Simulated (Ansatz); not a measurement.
# A relaxation, step by step

CH₇NS (SMILES N.CS), closed shell, PBE0-D4/def2-TZVP (Ansatz 0.2.0). Settings:

```yaml
hamiltonian: {xc: pbe0, dispersion: d4}
relax: {f_tol: 0.005, max_steps: 200}
```

Start (the SMILES describes the start alone):

```csv
atom,x (Å),y (Å),z (Å)
N1,0.0890,-0.1490,-1.9552
H2,1.0073,0.2868,-2.1214
H3,-0.2041,-0.5218,-2.8686
H4,-0.5435,0.6436,-1.7677
C5,-0.0713,-0.5291,1.3163
S6,0.1094,1.2710,1.0582
H7,0.7403,-0.9382,1.9488
H8,0.0026,-0.9437,0.2897
H9,-1.0579,-0.7857,1.7488
H10,-0.0717,1.6657,2.3511
```

```tsv
step	energy less the last (meV)	largest force component (eV/Å)
1	53.7	0.709
2	12.7	0.315
3	2.0	0.170
4	0.8	0.113
5	0.1	0.034
6	0.0	0.003
7	0.0	0.003
```

Step 3, positions (Å) and forces (eV/Å):

| atom | x | y | z | Fx | Fy | Fz |
| --- | --- | --- | --- | --- | --- | --- |
| N1 | 0.095 | -0.108 | -2.034 | -0.006 | 0.076 | -0.170 |
| H2 | 1.000 | 0.312 | -2.217 | 0.003 | -0.040 | 0.046 |
| H3 | -0.196 | -0.547 | -2.902 | 0.016 | -0.016 | 0.083 |
| H4 | -0.542 | 0.666 | -1.878 | -0.013 | -0.021 | 0.053 |
| C5 | -0.074 | -0.536 | 1.370 | 0.010 | 0.129 | 0.000 |
| S6 | 0.108 | 1.244 | 1.106 | -0.002 | -0.041 | -0.020 |
| H7 | 0.719 | -0.920 | 2.007 | 0.037 | -0.040 | 0.026 |
| H8 | 0.004 | -0.977 | 0.376 | 0.007 | -0.005 | -0.036 |
| H9 | -1.048 | -0.769 | 1.794 | -0.053 | -0.034 | 0.019 |
| H10 | -0.065 | 1.635 | 2.378 | 0.001 | -0.007 | -0.002 |

Step 5, positions (Å) and forces (eV/Å):

```csv
atom,x,y,z,Fx,Fy,Fz
N1,0.092,-0.108,-2.021,0.001,0.034,-0.030
H2,1.003,0.307,-2.180,-0.013,-0.013,0.009
H3,-0.198,-0.532,-2.894,0.003,-0.004,0.013
H4,-0.546,0.657,-1.834,0.009,-0.016,0.004
C5,-0.074,-0.535,1.358,-0.001,0.004,0.004
S6,0.108,1.240,1.081,0.003,-0.004,-0.014
H7,0.719,-0.919,1.999,0.003,-0.002,0.005
H8,0.009,-0.979,0.365,0.002,-0.007,-0.012
H9,-1.050,-0.772,1.778,-0.003,-0.001,0.004
H10,-0.062,1.641,2.349,-0.003,0.008,0.017
```

Step 6, positions (Å) and forces (eV/Å):

```tsv
atom	x	y	z	Fx	Fy	Fz
N1	0.091	-0.105	-2.025	0.000	0.000	-0.001
H2	1.003	0.308	-2.182	-0.001	0.000	0.000
H3	-0.198	-0.533	-2.896	0.000	0.000	0.001
H4	-0.547	0.660	-1.838	0.000	0.000	-0.001
C5	-0.074	-0.536	1.360	0.001	-0.001	-0.002
S6	0.108	1.238	1.080	0.001	0.002	0.000
H7	0.719	-0.920	2.002	0.001	-0.001	0.000
H8	0.009	-0.982	0.368	0.000	0.000	0.003
H9	-1.050	-0.773	1.782	-0.002	-0.001	0.000
H10	-0.062	1.643	2.349	0.000	-0.001	-0.001
```

Last step (7):

```
10
angstrom
N 0.0901 -0.1026 -2.0246
H 1.0025 0.3082 -2.1806
H -0.1968 -0.5365 -2.8932
H -0.5481 0.6635 -1.8440
C -0.0731 -0.5366 1.3606
S 0.1094 1.2375 1.0804
H 0.7184 -0.9204 2.0033
H 0.0103 -0.9832 0.3688
H -1.0500 -0.7727 1.7811
H -0.0625 1.6426 2.3484
```

The run took about 18 s on 4 CPU threads of an Arm Neoverse V1 (shared host).
